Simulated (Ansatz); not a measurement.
Process, species as SMILES: [H][H] (H2) → 2 H atom
B3LYP-D3(BJ)/def2-TZVP geometries, fixed; electronic energies without zero-point terms.

Basis-set convergence of the bond dissociation energy at B3LYP with Ansatz (a first-principles code). All functions are spherical. The program fits the integrals of some runs and decomposes those of others, by size. Open shells are unrestricted. No added dispersion term, no relativity. Functions are those of the species that has most. Reference: the value in aug-cc-pV5Z, 110.32 kcal/mol, itself unsure by roughly 0.02 kcal/mol (its mean distance from pcseg-4, aug-pcseg-3, aug-cc-pVQZ). Deviations are taken from unrounded values.

```csv
basis,functions,bond dissociation energy (kcal/mol)
cc-pVDZ,10,107.23
aug-cc-pVDZ,18,107.00
def2-SVP,10,107.36
def2-SVPD,16,107.41
pcseg-1,10,108.49
aug-pcseg-1,18,108.50
def2-TZVP,12,110.03
def2-TZVPD,18,110.05
def2-TZVPP,28,110.25
def2-TZVPPD,34,110.26
pcseg-2,28,110.05
aug-pcseg-2,46,110.10
cc-pVQZ,60,110.34
aug-cc-pVQZ,92,110.29
def2-QZVPP,60,110.33
def2-QZVPPD,66,110.33
pcseg-3,66,110.30
aug-pcseg-3,98,110.30
cc-pV5Z,110,110.33
aug-cc-pV5Z,160,110.32
```

What the diffuse functions change, pair by pair:
- cc-pVDZ to aug-cc-pVDZ: 8 more functions, deviation -3.10 to -3.32 kcal/mol
- def2-SVP to def2-SVPD: 6 more functions, deviation -2.97 to -2.92 kcal/mol
- pcseg-1 to aug-pcseg-1: 8 more functions, deviation -1.83 to -1.82 kcal/mol
- def2-TZVP to def2-TZVPD: 6 more functions, deviation -0.29 to -0.27 kcal/mol
- def2-TZVPP to def2-TZVPPD: 6 more functions, deviation -0.07 to -0.06 kcal/mol
- pcseg-2 to aug-pcseg-2: 18 more functions, deviation -0.27 to -0.22 kcal/mol
- cc-pVQZ to aug-cc-pVQZ: 32 more functions, deviation 0.02 to -0.03 kcal/mol
- def2-QZVPP to def2-QZVPPD: 6 more functions, deviation 0.01 to 0.01 kcal/mol
- pcseg-3 to aug-pcseg-3: 32 more functions, deviation -0.03 to -0.03 kcal/mol
- cc-pV5Z to aug-cc-pV5Z: 50 more functions, deviation 0.01 to 0.00 kcal/mol

Leaving out the reference's own pair, they bring the value nearer the reference by more than 0.02 kcal/mol in 3 of 9 pairs.
